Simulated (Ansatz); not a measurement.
# triplet BH2SF at 6 levels

Wanted: a comparison of 6 runs (U-r2SCAN/def2-SVPD, U-wB97M-V/def2-SVPD, UB3LYP/def2-SVPD, UBHLYP/def2-SVPD, RPA@PBE/def2-SVPD, UMP2/def2-SVPD) of triplet BH2SF. 

The results are computed with Ansatz 0.2.0.

59 further runs of the same task are left out: 59 set aside as unsound or not needed.

### Step 1. The system as given

BH2SF has 5 atoms, charge 0, and is taken as a triplet. SMILES of the parent species: `FBS`. Geometry: relaxed at PBE0-D4/def2-TZVP. This is one conformer, not always the lowest. That shape belongs to the parent species and isn't relaxed for this state.

Bond lengths: F1–B2 1.322 Å, B2–S3 1.794 Å, B2–H4 1.194 Å, S3–H5 1.342 Å. Angles: F1–B2–S3 117.9°, F1–B2–H4 119.5°, S3–B2–H4 122.6°, B2–S3–H5 94.9°.

### Step 2. A single-point energy at U-r2SCAN/def2-SVPD (run 1)

Input file input.yaml:

```yaml
crystal:
  periodic: [false, false, false]
  atoms:
    - symbol: F
      position_ang: [-1.119100, -0.905900, -1.069200]
    - symbol: B
      position_ang: [-0.412800, -0.339100, -0.106100]
    - symbol: S
      position_ang: [0.972400, 0.698600, -0.579400]
    - symbol: H
      position_ang: [-0.712000, -0.530900, 1.033700]
    - symbol: H
      position_ang: [1.321400, 1.003700, 0.679600]
basis:
  gaussian: {orbitals: def2-SVPD}
magnetization: {spin_polarized: true, initial_magnetization: 2}
accuracy: high
hamiltonian: {xc: {name: r2SCAN}}
output: {orbitals: {seedname: orbitals}}
```

Started as:

```bash
ansatz run input.yaml --threads 1 --pin off --max-ram 2610MiB --events-out events.jsonl --progress --plain --runs-dir runs
```

Standard output:

```text
Warning: RAYON_NUM_THREADS=1 ignored (pool sized by the plan → 1); use --threads N
Functional definition: r2SCAN
  name "r2SCAN"
  parameter k0 = 0.174
  parameter k1 = 0.065
  parameter a1 = 4.9479
  exchange = r2scan_x(k0 = k0, k1 = k1, a1 = a1)
  correlation = r2scan_c
1671 factors; integrals over basis functions are off by at most 3.4e-9 eV
mean field evaluation 1: about -14246.4633 eV, gradient 2.5e1 eV
mean field evaluation 2: about -14219.8754 eV, gradient 7.2e1 eV
mean field evaluation 4: about -14249.5168 eV, gradient 4.5e0 eV
mean field evaluation 8: about -14249.6396 eV, gradient 2.7e-1 eV
mean field evaluation 16: about -14249.6401 eV, gradient 6.8e-3 eV
mean field evaluation 32: about -14249.6413 eV, gradient 3.2e-8 eV
mean field evaluation 64: about -14249.6124 eV, gradient 1.1e0 eV
mean field -14249.64127740 eV, -523.6646581908 hartree, gradient 3.2e-8 eV, S^2 2.011902; 8 other end points of the search recorded, 0 dependent functions left out
reference -14249.64128787 eV, -523.6646585754 hartree; 17, 15 occupied and 69, 71 virtual orbitals, 1671 factors
Total energy: -14249.64128787 eV, -523.6646585754 hartree
```

Run time: 55 s. Hardware: 1 thread of Arm Neoverse V1, shared host; peak memory 0.36 GiB.

### Step 3. A single-point energy at U-wB97M-V/def2-SVPD (run 2)

Input file in.yaml:

```yaml
crystal:
  periodic: [false, false, false]
  atoms:
    - {symbol: F, position_ang: [-1.119100, -0.905900, -1.069200]}
    - {symbol: B, position_ang: [-0.412800, -0.339100, -0.106100]}
    - {symbol: S, position_ang: [0.972400, 0.698600, -0.579400]}
    - {symbol: H, position_ang: [-0.712000, -0.530900, 1.033700]}
    - {symbol: H, position_ang: [1.321400, 1.003700, 0.679600]}
basis:
  gaussian:
    orbitals: def2-SVPD
magnetization:
  spin_polarized: true
  initial_magnetization: 2
hamiltonian:
  xc: {name: wB97M-V}
output: {orbitals: {seedname: orbitals}}
accuracy: high
```

Started as:

```bash
ansatz run in.yaml --threads 1 --pin off --max-ram 2610MiB --events-out events.jsonl --progress --plain --runs-dir runs
```

Standard output:

```text
Warning: RAYON_NUM_THREADS=1 ignored (pool sized by the plan → 1); use --threads N
Functional definition: wB97M-V
  name "wB97M-V"
  parameter omega = 0.3/bohr
  parameter cx = 0.15
  parameter cx01 = 1.007
  parameter cx10 = 0.259
  parameter css00 = 0.443
  parameter css04 = -1.437
  parameter css10 = -4.535
  parameter css20 = -3.390
  parameter css43 = 4.278
  parameter cos00 = 1.000
  parameter cos10 = 1.358
  parameter cos20 = 2.924
  parameter cos21 = -8.812
  parameter cos60 = -1.390
  parameter cos61 = 9.142
  parameter b = 6.0
  parameter c = 0.01
  gx(w, u) = 1 - cx + cx01*u + cx10*w
  gss(w, u) = css00 + css04*u^4 + css10*w + css20*w^2 + css43*w^4*u^3
  gos(w, u) = cos00 + cos10*w + (cos20 + cos21*u)*w^2 + (cos60 + cos61*u)*w^6
  exchange = spin_sum(e_x_unif_sr(omega)*gx(b97_w, b97_u_x)) + cx*exact_x_sr(omega) + exact_x_lr(omega)
  correlation = spin_sum(e_c_pw_mod_same_spin*gss(b97_w, b97_u_same))
      + integral(e_c_pw_mod_opposite_spin*gos(b97_w_opposite, b97_u_opposite)) + vv10(b, c)
1671 factors; integrals over basis functions are off by at most 3.4e-9 eV
405 factors; integrals over basis functions are off by at most 2.0e-9 eV
mean field evaluation 1: about -14247.6551 eV, gradient 2.2e1 eV
mean field evaluation 2: about -14248.0877 eV, gradient 2.4e1 eV
mean field evaluation 4: about -14249.9097 eV, gradient 8.5e-1 eV
mean field evaluation 8: about -14249.9909 eV, gradient 9.0e-2 eV
mean field evaluation 16: about -14249.9912 eV, gradient 1.0e-3 eV
mean field evaluation 32: about -14249.9912 eV, gradient 3.9e-5 eV
mean field evaluation 64: about -14249.8381 eV, gradient 1.0e0 eV
mean field -14249.99119149 eV, -523.6775172962 hartree, gradient 7.8e-8 eV, S^2 2.004204; 4 other end points of the search recorded, 0 dependent functions left out
reference -14249.99119538 eV, -523.6775174394 hartree; 17, 15 occupied and 69, 71 virtual orbitals, 1671 factors
Total energy: -14249.99119538 eV, -523.6775174394 hartree
```

It took 2.8 min on 1 thread of Arm Neoverse V1, shared host; peak memory 0.76 GiB.

### Step 4. A single-point energy at UB3LYP/def2-SVPD (run 3)

Input file job.yaml:

```yaml
crystal:
  periodic: [false, false, false]
  atoms:
    - {symbol: F, position_ang: [-1.119100, -0.905900, -1.069200]}
    - {symbol: B, position_ang: [-0.412800, -0.339100, -0.106100]}
    - {symbol: S, position_ang: [0.972400, 0.698600, -0.579400]}
    - {symbol: H, position_ang: [-0.712000, -0.530900, 1.033700]}
    - {symbol: H, position_ang: [1.321400, 1.003700, 0.679600]}
basis:
  gaussian: {orbitals: def2-SVPD}
magnetization: {spin_polarized: true, initial_magnetization: 2}
hamiltonian: {xc: {name: B3LYP}}
accuracy: high
output: {orbitals: {seedname: orbitals}}
```

Started as:

```bash
ansatz run job.yaml --threads 1 --pin off --max-ram 2610MiB --events-out events.jsonl --progress --plain --runs-dir runs
```

Standard output:

```text
Warning: RAYON_NUM_THREADS=1 ignored (pool sized by the plan → 1); use --threads N
Functional definition: B3LYP
  name "B3LYP"
  parameter a0 = 0.2
  parameter ax = 0.72
  parameter ac = 0.81
  exchange = (1 - a0 - ax)*slater_x + ax*b88_x + a0*exact_x
  correlation = (1 - ac)*vwn_rpa_c + ac*lyp_c
1671 factors; integrals over basis functions are off by at most 3.4e-9 eV
mean field evaluation 1: about -14249.4835 eV, gradient 2.5e1 eV
mean field evaluation 2: about -14225.7705 eV, gradient 6.9e1 eV
mean field evaluation 4: about -14252.3716 eV, gradient 3.4e0 eV
mean field evaluation 8: about -14252.5464 eV, gradient 1.2e-1 eV
mean field evaluation 16: about -14252.5465 eV, gradient 1.7e-4 eV
mean field evaluation 32: about -14252.5465 eV, gradient 7.5e-9 eV
mean field evaluation 64: about -14251.7855 eV, gradient 9.0e-1 eV
mean field -14252.54645170 eV, -523.7714213769 hartree, gradient 5.5e-8 eV, S^2 2.006668; 6 other end points of the search recorded, 0 dependent functions left out
reference -14252.54648697 eV, -523.7714226732 hartree; 17, 15 occupied and 69, 71 virtual orbitals, 1671 factors
Total energy: -14252.54648697 eV, -523.7714226732 hartree
```

Wall time 27 s (1 thread of Arm Neoverse V1, shared host); peak memory 0.32 GiB.

Runs 4 to 5 aren't shown in full; the table further down has their settings and results.

### Step 5. The energy at UMP2/def2-SVPD (run 6)

Input file run.yaml:

```yaml
crystal:
  periodic: [false, false, false]
  atoms:
    - {symbol: F, position_ang: [-1.119100, -0.905900, -1.069200]}
    - {symbol: B, position_ang: [-0.412800, -0.339100, -0.106100]}
    - {symbol: S, position_ang: [0.972400, 0.698600, -0.579400]}
    - {symbol: H, position_ang: [-0.712000, -0.530900, 1.033700]}
    - {symbol: H, position_ang: [1.321400, 1.003700, 0.679600]}
basis:
  gaussian:
    orbitals: def2-SVPD
magnetization:
  spin_polarized: true
  initial_magnetization: 2
correlation:
  method: mp2
  frozen_orbitals: {B: 1, F: 1, H: 0, S: 5}
accuracy: high
```

Started as:

```bash
ansatz run run.yaml --threads 1 --pin off --max-ram 2610MiB --events-out events.jsonl --progress --plain --runs-dir runs
```

Standard output:

```text
Warning: RAYON_NUM_THREADS=1 ignored (pool sized by the plan → 1); use --threads N
Functional definition: HF
  name "HF"
  exchange = exact_x
  correlation = 0
1671 factors; integrals over basis functions are off by at most 3.4e-9 eV
mean field evaluation 1: about -14215.2884 eV, gradient 2.0e1 eV
mean field evaluation 2: about -14215.3550 eV, gradient 2.0e1 eV
mean field evaluation 4: about -14217.7001 eV, gradient 2.7e0 eV
mean field evaluation 8: about -14217.7715 eV, gradient 1.5e-1 eV
mean field evaluation 16: about -14217.7720 eV, gradient 7.1e-8 eV
mean field evaluation 32: about -14216.1278 eV, gradient 6.6e0 eV
mean field evaluation 64: about -14216.9737 eV, gradient 4.6e-1 eV
mean field -14217.77195531 eV, -522.4934822058 hartree, gradient 7.1e-8 eV, S^2 2.023692; 8 other end points of the search recorded, 0 dependent functions left out
7 core orbitals not correlated: weight in the atoms' cores, before any rotation towards them, 1.000 or more for the frozen orbitals, at most 0.000 for the correlated occupied ones
reference -14217.77195531 eV, -522.4934822058 hartree; 10, 8 occupied and 69, 71 virtual orbitals, 1671 factors
second order -10.81327558 eV of doubles, -0.00000000 eV of singles
Total energy: -14228.58523089 eV, -522.8908627538 hartree
```

It took 7.8 s on 1 thread of Arm Neoverse V1, shared host; peak memory 0.29 GiB.

### Step 6. All runs side by side

```
run                level  frozen core orbitals  energy (Eh)  HOMO energy (eV)   ⟨S²⟩  wall time
  1   U-r2SCAN/def2-SVPD                     –  -523.664659             -2.32  2.012       55 s
  2  U-wB97M-V/def2-SVPD                     –  -523.677517             -4.83  2.004    2.8 min
  3     UB3LYP/def2-SVPD                     –  -523.771423             -2.79  2.007       27 s
  4     UBHLYP/def2-SVPD                     –  -523.696791             -3.89  2.010       14 s
  5    RPA@PBE/def2-SVPD                     7  -523.127459                 –  2.004       29 s
  6       UMP2/def2-SVPD                     7  -522.890863                 –  2.024      7.8 s
```

### Step 7. Summary of results

| quantity | value |
| --- | --- |
| run 6: total energy | -522.89086 Eh |
| run 6: correlation energy (7 core orbitals frozen) | -397.4 mEh |
| run 6: ⟨S²⟩ of the reference determinant | 2.024 |

In words: Totals of different functionals can't be ranked against each other. All runs together took 5 min, the longest 2.8 min.
